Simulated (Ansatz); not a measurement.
bcc Fe, treated with HSE06-D3(BJ) (Ansatz, an electronic-structure program, PAW).

Settings: plane-wave cutoff 460 eV, 16×16×16 k mesh, Fermi–Dirac smearing 0.05 eV, spin-polarised with parallel moments, scalar-relativistic PAW data made under PBE.

The cell is scaled about its equilibrium volume:

| V (Å³/atom) | P (GPa) | moment (μB per cell of 1 atoms) |
|---|---|---|
| 11.338 | 8.86 | 2.78 |
| 11.749 | 2.72 | 2.84 |
| 11.935 | -0.11 | 2.85 |
| 12.233 | -4.17 | 2.87 |
| 12.531 | -7.92 | 2.87 |
